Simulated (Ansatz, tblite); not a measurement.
Forces on MgO2⁻ at its r2SCAN-D4/def2-TZVPD geometry. Total charge -1; doublet.

The xTB rows come from tblite. The structure holds 1 bond(s) between oxygen atoms. At PBE-D4/def2-TZVPD the highest occupied level of the charge -1 doublet lies above zero (up to 1.40 eV). It is a level of β spin, whose loss leaves a triplet; that state wasn't run at this geometry and level. The electron is either unbound and held by the finite basis, or the level is raised by self-interaction error. At PBE-D4/def2-TZVPD the gap within one spin of the charge -1 doublet nearly closes, so an electron or hole may be smeared out by delocalisation error. Another isomer (doublet) lies 0.80 eV lower at PBE0-D4/def2-TZVPD; other spin states weren't run for this one.

GFN1-xTB (tblite), largest force 1.01 eV/Å:

```xyz
3
positions Å, forces eV/Å
Mg    0.296    0.925    0.585    0.170    0.533    0.337
O     0.040   -0.097   -0.965   -0.314   -0.711    0.649
O    -0.336   -0.828    0.379    0.143    0.178   -0.986
```

GFN2-xTB (tblite), largest force 2.21 eV/Å:

```
Mg -0.130 -0.406 -0.257
O -0.460 -0.817 2.005
O 0.590 1.223 -1.748
```

PBE-D4/def2-TZVPD (Ansatz), largest force 0.65 eV/Å:

```
Mg 0.169 0.529 0.335
O -0.067 -0.231 -0.229
O -0.102 -0.298 -0.106
```
